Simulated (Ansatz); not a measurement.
**N₂H (doublet): wave-function methods side by side at a displaced geometry (v1), cc-pVDZ**

An exercise on one series of results from a longer session: the logs are not shown, and one member is left open.

Method: cc-pVDZ, core rule «outside noble gas», up to 2 orbitals frozen; program: Ansatz 0.2.0, Gaussian basis.

To be run: UHF; CCSD(T) on ROHF; CCSD(T) on UHF; BCCD(T) on ROHF; CISD; CCSDT(Q) on ROHF; CCSDT(Q) on UHF; CASSCF and MRCISD+Q, 11 electrons in 9 orbitals; CASSCF and NEVPT2, 11 electrons in 9 orbitals.

13 further runs of the same task are left out: 1 for a mislabelled method, 4 that didn't finish, 8 set aside as unsound or not needed.

## The geometry

The geometry is a PBE0/def2-TZVP stationary point (not a proven minimum) with its atoms shifted at random (size 0.040 Å).

3 atoms, charge 0, spin multiplicity 2.

Atoms are counted from 1 here; the program's logs count them from 0.

Bond lengths: N1–N2 1.173 Å, N1–H3 1.061 Å. Angles: N2–N1–H3 114.6°.

Geometry (Å):

```
N    -0.00123   -0.12293    0.53788
N    -0.00207    0.06857   -0.61928
H     0.04590    0.75545    1.13116
```

The first run:

File in.yaml:

```yaml
crystal:
  periodic: [false, false, false]
  atoms:
    - {symbol: N, position_ang: [-0.001235, -0.122929, 0.537885]}
    - {symbol: N, position_ang: [-0.002068, 0.068566, -0.619285]}
    - {symbol: H, position_ang: [0.045896, 0.755446, 1.131164]}
basis:
  gaussian: {orbitals: cc-pVDZ}
magnetization: {spin_polarized: true, initial_magnetization: 1}
hamiltonian: {xc: hf}
output: {orbitals: {seedname: orbitals}}
```

Launch:

```bash
$ ansatz run in.yaml --threads 1 --pin off --events-out ev --progress --plain --max-ram 2393MiB
```

Among the steps run: UHF; CCSD(T) on ROHF; CCSD(T) on UHF; BCCD(T) on ROHF; CISD; CCSDT(Q) on ROHF; CCSDT(Q) on UHF; CASSCF and MRCISD+Q, 11 electrons in 9 orbitals; CASSCF and NEVPT2, 11 electrons in 9 orbitals.

One of the session's tables, all rows but one given; the rest of the session is left out.

It belongs to the step «Misses and costs». 

| method | from UCCSDT(Q) (meV) |
| --- | --- |
| ROHF | +9108.5 |
| UHF | +8873.8 |
| RMP2 | +799.4 |
| UMP2 | +1084.6 |
| CISD | +1002.9 |
| RCCSD | +358.5 |
| UCCSD | +352.5 |
| RCCSD(T) | +47.9 |
| UCCSD(T) | +57.2 |
| BCCD(T) | +48.9 |
| RCCSDT | +34.4 |
| UCCSDT | +33.6 |
| RCCSDT(Q) | ? |
| UCCSDT(Q) | 0 |
| CASSCF valence | +5561.5 |
| NEVPT2 valence | +972.2 |
| MRCISD valence | +314.6 |
| MRCISD+Q valence | +20.5 |

**Question.** Estimate the row for RCCSDT(Q).

The run gave: from UCCSDT(Q) (meV): +1.2. In the column «from UCCSDT(Q) (meV)» it lies between UCCSDT(Q) (0) and MRCISD+Q valence (+20.5).

To keep in mind: Restricted and unrestricted rows rest on different reference determinants; where their highest levels disagree by more than a few hundredths of an eV, they describe different states and don't form one ladder.
